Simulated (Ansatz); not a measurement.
Input file for Ansatz (a first-principles code): R-r2SCAN/def2-TZVPP on BF3 (SMILES FB(F)F), atoms moved off the minimum.

Ansatz 0.2 input:
```yaml
crystal:
  periodic: [false, false, false]
  atoms:
    - {symbol: B, position_ang: [-0.14477461, 0.06686897, 0.01343537]}
    - {symbol: F, position_ang: [-1.10101816, -0.67762421, -0.02583272]}
    - {symbol: F, position_ang: [0.16165722, 1.09539425, -0.59978697]}
    - {symbol: F, position_ang: [1.10845151, -0.54825317, 0.42480223]}
basis:
  gaussian:
    orbitals: def2-TZVPP
hamiltonian:
  xc: {name: r2SCAN}
scf: {lower_state_search: off}
output: {forces: true}
```

Q: What total energy does the run end on?

A: -324.5315 hartree.
